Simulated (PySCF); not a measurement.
Bonding in `O=[PH]1CCC1`

Species: C3H7OP.
SMILES with atom numbers: `[O:1]=[PH:2]1[CH2:3][CH2:4][CH2:5]1` (hydrogens: H6 on P2; H7, H8 on C3; H9, H10 on C4; H11, H12 on C5)

Structure used (GFN2-xTB), in Å, numbered top down from 1:
```
atom  x, y, z in Å
O1     2.2284   -1.3300   -0.2025
P2     1.0819   -0.6320    0.3762
C3    -0.6608   -0.9608   -0.1335
C4    -0.9385    0.5550   -0.0956
C5     0.5242    1.0327   -0.1915
H6     1.0723   -0.5858    1.7696
H7    -0.6602   -1.3489   -1.1537
H8    -1.3046   -1.5831    0.4827
H9    -1.5861    0.9166   -0.8926
H10   -1.3726    0.8410    0.8614
H11    0.7782    1.9214    0.3805
H12    0.8390    1.1733   -1.2272
```

Bond orders from the PBE0/pcSseg-1 density (PySCF). Isolated species at its GFN2-xTB geometry (one conformer only).

Problem. How far do the computed orders between heavy atoms stray from the drawn ones?

Solution. The largest departure is 0.113, at O1–P2 (drawn double, 1.887).

Problem. Set the Mayer orders of the bonds beside their lengths.

Solution. 
```tsv
bond	drawn as	length (Å)	Mayer order
O1–P2	double	1.462	1.887
P2–C3	single	1.845	0.896
C3–C4	single	1.542	0.992
C4–C5	single	1.542	0.992
C5–P2	single	1.845	0.896
P2–H6	single	1.394	0.869
C3–H7	single	1.091	0.935
C3–H8	single	1.087	0.948
C4–H9	single	1.089	0.956
C4–H10	single	1.089	0.951
C5–H11	single	1.087	0.948
C5–H12	single	1.092	0.935
```

Problem. Sum the orders of all bonds at each heavy atom with more than one neighbour and set the sums beside the valence in the SMILES.

Solution. P2 4.548 (drawn 5), C3 3.771 (drawn 4), C4 3.891 (drawn 4), C5 3.771 (drawn 4). Orders between atoms that aren't bonded are not in these sums.

Mayer orders depend on the basis set.
